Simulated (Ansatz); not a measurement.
# SiClO+ (triplet): the correlation ladder, def2-TZVPP

The task here is to estimate one member of a computed series from the others.

Computed with Ansatz 0.2.0, Gaussian basis. Level: def2-TZVPP, core rule «outside noble gas», up to 11 orbitals frozen.

Plan: UHF; ROHF; CCSD(T) on UHF.

**The geometry**

The geometry is a PBE0/def2-TZVP stationary point (not a proven minimum) of the parent state, kept for this charge and spin.

3 atoms, charge 1, spin multiplicity 3.

Atoms are counted from 1 here; the program's logs count them from 0.

Bond lengths: Cl1–Si2 2.047 Å, Si2–O3 1.723 Å. Angles: Cl1–Si2–O3 117.5°.

The first run:

in.yaml

```yaml
crystal:
  periodic: [false, false, false]
  atoms:
    - {symbol: Cl, position_ang: [0.000000, -0.182593, 1.317915]}
    - {symbol: Si, position_ang: [0.000000, 0.559430, -0.589798]}
    - {symbol: O, position_ang: [0.000000, -0.577421, -1.885025]}
basis:
  gaussian: {orbitals: def2-TZVPP}
total_charge: 1
magnetization: {spin_polarized: true, initial_magnetization: 2}
hamiltonian: {xc: hf}
output: {orbitals: {seedname: orbitals}}
```

The run is started by

```
$ ansatz run in.yaml --threads 1 --pin off --events-out ev --progress --plain --max-ram 2816MiB --backend cpu
```

Steps of the session up to this table: UHF; ROHF; CCSD(T) on UHF.

One table of the session follows, with a row left open; its other results are not shown here.

| method | from UCCSD(T) (meV) |
| --- | --- |
| ROHF | +13652.3 |
| UHF | ? |
| UMP2 | +1492.6 |
| UCCSD | +590.5 |
| UCCSD(T) | 0 |

Estimate the missing values for UHF.

The run gave: from UCCSD(T) (meV): +13422.3. In the column «from UCCSD(T) (meV)» it lies between UMP2 (+1492.6) and ROHF (+13652.3).
